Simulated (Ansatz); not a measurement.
## A ladder of methods for CHF2 (difluoromethyl radical)

The species is CHF2 (4 atoms), meant as a doublet with charge 0. SMILES: `F[CH]F`. The coordinates come from a PBE0-D4/def2-TZVP relaxation.

```xyz
4

F    -1.2082    0.2646   -0.1417
C     0.0386    0.0634    0.2444
F     0.4331   -1.1668   -0.0296
H     0.7365    0.8387   -0.0731
```

Quantity: the energy change with the C2–F3 bond stretched from 1.321 to 1.651 Å, in eV. The values are calculated.

| level | kind | program | value (eV) | less FCI/STO-3G | CPU time (all runs) |
| --- | --- | --- | --- | --- | --- |
| UHF/STO-3G | Hartree–Fock | Ansatz | 1.54 | +0.67 | 0.19 s |
| USVWN5/STO-3G | LDA | Ansatz | 1.08 | +0.21 | 1.5 s |
| U-r2SCAN/STO-3G | meta-GGA | Ansatz | 0.96 | +0.09 | 6.8 s |
| UB3LYP/STO-3G | global hybrid | Ansatz | 0.98 | +0.11 | 2.8 s |
| UCAM-B3LYP/STO-3G | range-separated hybrid | Ansatz | 1.14 | +0.27 | 3.3 s |
| RPA@PBE/STO-3G | RPA | Ansatz | 0.74 | -0.13 | 3 s |
| UCCSDTQ/STO-3G | coupled cluster or CI | Ansatz | 0.87 | 0.00 | 3.5 min |
| FCI/STO-3G | exact in the basis | Ansatz | 0.87 | 0.00 | 2.2 s |

FCI/STO-3G is exact within its basis and frozen core, so for wave-function methods in that basis the difference is their error; functionals converge differently with the basis, so for them it is only a difference. The first shape isn't each level's own minimum. The values span 0.74 to 1.54 eV. Spin contamination of the reference (⟨S²⟩ at least 0.1 too high) touches UHF/STO-3G, UCCSDTQ/STO-3G. All rows use very small basis sets, so none should be taken for the real molecule's value. CPU times are rough (shared hosts, several kinds of processor and program).
